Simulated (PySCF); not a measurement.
Computed with PySCF, PBE0, basis Al def2-TZVP, Cl def2-TZVP (no relativity, density fitting).

```xyz
3
charge 1 multiplicity 1, angstrom
Al    0.0000    0.0000    0.0000
Cl    0.0000    0.0000    1.9965
Cl    0.0000    0.0000   -1.9965
```

AlCl₂⁺ (singlet), along the line from Al1 (at 0) through Cl2 (at 1.996 Å).

**Question.** Tabulate the fields along this line at -0.70, -0.60, -0.50, -0.40, -0.30, -0.20, -0.10, 0.10, 0.20, 0.30, 0.40, 0.50, 0.60, 0.70, 0.80, 0.90, 1.00, 1.10, 1.20, 1.30, 1.40, 1.50, 1.60, 1.70, 1.80, 1.90, 2.10, 2.20, 2.30, 2.40, 2.50, 2.60, 2.70, 2.80, 2.89, 2.99, 3.09, 3.19 Å.

**Answer.** 
```json
{"distance (Å)": "-0.70", "electron density (e/Å³)": "0.688", "electron localisation function": "0.0782", "electrostatic potential (V)": "36.6"}
{"distance (Å)": "-0.60", "electron density (e/Å³)": "1.08", "electron localisation function": "0.111", "electrostatic potential (V)": "47.6"}
{"distance (Å)": "-0.50", "electron density (e/Å³)": "2.52", "electron localisation function": "0.433", "electrostatic potential (V)": "65.4"}
{"distance (Å)": "-0.40", "electron density (e/Å³)": "7", "electron localisation function": "0.789", "electrostatic potential (V)": "98"}
{"distance (Å)": "-0.30", "electron density (e/Å³)": "19.3", "electron localisation function": "0.866", "electrostatic potential (V)": "170"}
{"distance (Å)": "-0.20", "electron density (e/Å³)": "46.1", "electron localisation function": "0.736", "electrostatic potential (V)": "365"}
{"distance (Å)": "-0.10", "electron density (e/Å³)": "134", "electron localisation function": "0.234", "electrostatic potential (V)": "1110"}
{"distance (Å)": "0.10", "electron density (e/Å³)": "134", "electron localisation function": "0.234", "electrostatic potential (V)": "1110"}
{"distance (Å)": "0.20", "electron density (e/Å³)": "46.1", "electron localisation function": "0.736", "electrostatic potential (V)": "365"}
{"distance (Å)": "0.30", "electron density (e/Å³)": "19.3", "electron localisation function": "0.866", "electrostatic potential (V)": "170"}
{"distance (Å)": "0.40", "electron density (e/Å³)": "7", "electron localisation function": "0.789", "electrostatic potential (V)": "98"}
{"distance (Å)": "0.50", "electron density (e/Å³)": "2.52", "electron localisation function": "0.433", "electrostatic potential (V)": "65.4"}
{"distance (Å)": "0.60", "electron density (e/Å³)": "1.08", "electron localisation function": "0.111", "electrostatic potential (V)": "47.6"}
{"distance (Å)": "0.70", "electron density (e/Å³)": "0.688", "electron localisation function": "0.0782", "electrostatic potential (V)": "36.6"}
{"distance (Å)": "0.80", "electron density (e/Å³)": "0.644", "electron localisation function": "0.232", "electrostatic potential (V)": "29.5"}
{"distance (Å)": "0.90", "electron density (e/Å³)": "0.729", "electron localisation function": "0.588", "electrostatic potential (V)": "25.3"}
{"distance (Å)": "1.00", "electron density (e/Å³)": "0.878", "electron localisation function": "0.774", "electrostatic potential (V)": "23.8"}
{"distance (Å)": "1.10", "electron density (e/Å³)": "1.08", "electron localisation function": "0.819", "electrostatic potential (V)": "25.1"}
{"distance (Å)": "1.20", "electron density (e/Å³)": "1.34", "electron localisation function": "0.811", "electrostatic potential (V)": "30.1"}
{"distance (Å)": "1.30", "electron density (e/Å³)": "1.62", "electron localisation function": "0.741", "electrostatic potential (V)": "40.1"}
{"distance (Å)": "1.40", "electron density (e/Å³)": "1.88", "electron localisation function": "0.495", "electrostatic potential (V)": "57.4"}
{"distance (Å)": "1.50", "electron density (e/Å³)": "2.23", "electron localisation function": "0.146", "electrostatic potential (V)": "86.2"}
{"distance (Å)": "1.60", "electron density (e/Å³)": "4.02", "electron localisation function": "0.109", "electrostatic potential (V)": "135"}
{"distance (Å)": "1.70", "electron density (e/Å³)": "15.4", "electron localisation function": "0.646", "electrostatic potential (V)": "228"}
{"distance (Å)": "1.80", "electron density (e/Å³)": "68.1", "electron localisation function": "0.859", "electrostatic potential (V)": "460"}
{"distance (Å)": "1.90", "electron density (e/Å³)": "214", "electron localisation function": "0.314", "electrostatic potential (V)": "1400"}
{"distance (Å)": "2.10", "electron density (e/Å³)": "217", "electron localisation function": "0.321", "electrostatic potential (V)": "1400"}
{"distance (Å)": "2.20", "electron density (e/Å³)": "68.8", "electron localisation function": "0.862", "electrostatic potential (V)": "459"}
{"distance (Å)": "2.30", "electron density (e/Å³)": "15.3", "electron localisation function": "0.632", "electrostatic potential (V)": "227"}
{"distance (Å)": "2.40", "electron density (e/Å³)": "3.95", "electron localisation function": "0.104", "electrostatic potential (V)": "134"}
{"distance (Å)": "2.50", "electron density (e/Å³)": "2.16", "electron localisation function": "0.164", "electrostatic potential (V)": "85"}
{"distance (Å)": "2.60", "electron density (e/Å³)": "1.71", "electron localisation function": "0.568", "electrostatic potential (V)": "55.7"}
{"distance (Å)": "2.70", "electron density (e/Å³)": "1.33", "electron localisation function": "0.807", "electrostatic potential (V)": "37.5"}
{"distance (Å)": "2.80", "electron density (e/Å³)": "0.97", "electron localisation function": "0.856", "electrostatic potential (V)": "26.1"}
{"distance (Å)": "2.89", "electron density (e/Å³)": "0.67", "electron localisation function": "0.852", "electrostatic potential (V)": "18.8"}
{"distance (Å)": "2.99", "electron density (e/Å³)": "0.447", "electron localisation function": "0.825", "electrostatic potential (V)": "14.1"}
{"distance (Å)": "3.09", "electron density (e/Å³)": "0.292", "electron localisation function": "0.782", "electrostatic potential (V)": "11.1"}
{"distance (Å)": "3.19", "electron density (e/Å³)": "0.188", "electron localisation function": "0.723", "electrostatic potential (V)": "9.07"}
```

On a grid of 0.10 Å the density has a local minimum along the bond near 0.80 Å from Al, at 0.64 e/Å³, where the ELF is 0.23.
